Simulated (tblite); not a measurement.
C₅H₈F (doublet state).
Z-matrix (Å and degrees, GFN2-xTB geometry), rows numbered from 1:
```
F 
C   1  1.3757
C   2  1.5161  1  110.73
C   3  1.5445  2  114.31  1  -177.99
C   4  1.4833  3   88.21  2   118.83
C   5  1.4818  4   94.24  3    -0.50
H   2  1.0961  1  106.57  3   121.06
H   2  1.0951  1  106.67  3  -121.58
H   3  1.0906  2  109.13  1    53.24
H   4  1.0957  3  114.29  2     1.51
H   4  1.0949  3  115.21  2  -123.21
H   5  1.0703  4  132.15  3   168.17
H   6  1.0948  3  115.19  2   124.71
H   6  1.0952  3  114.36  2     0.20
```

Level: GFN2-xTB in tblite, geometry and Hessian alike; calculated harmonic values, unscaled, isolated species. Errors from tens to a few hundred cm⁻¹ against measured bands are possible. One conformer, not necessarily the lowest. Open shells enter through the occupations alone, without spin polarisation, and single modes of such species can be off by tens of per cent.

Harmonic wavenumbers (cm⁻¹): 73.6, 112.3, 203.0, 230.9, 387.2, 435.1, 756.9, 799.6, 878.5, 895.8, 988.0, 992.8, 998.9, 1027.6, 1051.9, 1077.3, 1133.5, 1163.2, 1194.0, 1219.7, 1224.7, 1252.9, 1266.3, 1299.6, 1341.6, 1439.8, 1451.6, 1456.2, 2877.2, 2885.1, 2921.8, 2927.7, 2932.3, 2945.2, 2986.4, 3160.5.

A = 8457, B = 2327, C = 2006 MHz; mass 87.061 u (most abundant isotopes); point group C1, symmetry number 1; spin multiplicity 2.

Problem. Zero-point energy?

Solution. ½Σν̃ = 24994 cm⁻¹ = 71.46 kcal/mol.

Problem. What is S at 400 K and 1 bar for an ideal gas of classical rigid rotors and harmonic oscillators?

Solution. Translation 40.79, rotation 27.38, vibration 20.80, spin (R ln 2) 1.38: S = 90.3 cal/(mol K).

Problem. And Cp and H(400 K) − H(0)?

Solution. Cp = 32.47 cal/(mol K), of which vibrations give 24.52 (their classical limit is 36 R = 71.5); H(400 K) − H(0) = 7.68 kcal/mol without the zero-point energy, 4.50 from vibrations.

Problem. What must be added to the electronic energy to get the Gibbs energy at 400 K and 1 bar?

Solution. ZPE + [H(400 K) − H(0)] − T·S = 71.46 + 7.68 − 36.14 = 43.00 kcal/mol.

Problem. Blend soft modes into free rotors: weight 1/[1 + (100 cm⁻¹/ν̃)⁴] for the oscillator and the rest for a rotor with moment μB/(μ + B), μ = h/(8π²ν), B = 10⁻⁴⁴ kg m². What vibrational entropy results?

Solution. 19.57 cal/(mol K) in place of 20.80, which changes −T·S at 400 K by +0.49 kcal/mol.

Problem. How do the functions run with temperature in this model?

Solution. 
| T (K) | S (cal/(mol K)) | Cp (cal/(mol K)) | H − H(0) (kcal/mol) | G − H(0) (kcal/mol) | ln q(vib) |
| --- | --- | --- | --- | --- | --- |
| 100 | 62.6 | 13.6 | 1.05 | -5.21 | 0.75 |
| 200 | 73.5 | 18.4 | 2.65 | -12.04 | 2.08 |
| 300 | 82.1 | 25.0 | 4.81 | -19.83 | 3.42 |
| 500 | 98.3 | 39.2 | 11.27 | -37.89 | 6.25 |
| 800 | 120.1 | 53.1 | 25.31 | -70.74 | 10.73 |
| 1000 | 132.6 | 59.0 | 36.55 | -96.03 | 13.66 |

q(vib) and H(0) count from the zero-point level.

Hindered rotation and anharmonicity are outside this model. Other conformers, if any are populated, would add a mixing term that is left out. The structure is chiral; the term R ln 2 for an equal mix with its mirror image is left out.

Time: 0.22 s of wall time. Hardware: an Arm Neoverse V2 with one thread, no GPU (shared host). This covers the Hessian and the dipole derivatives.
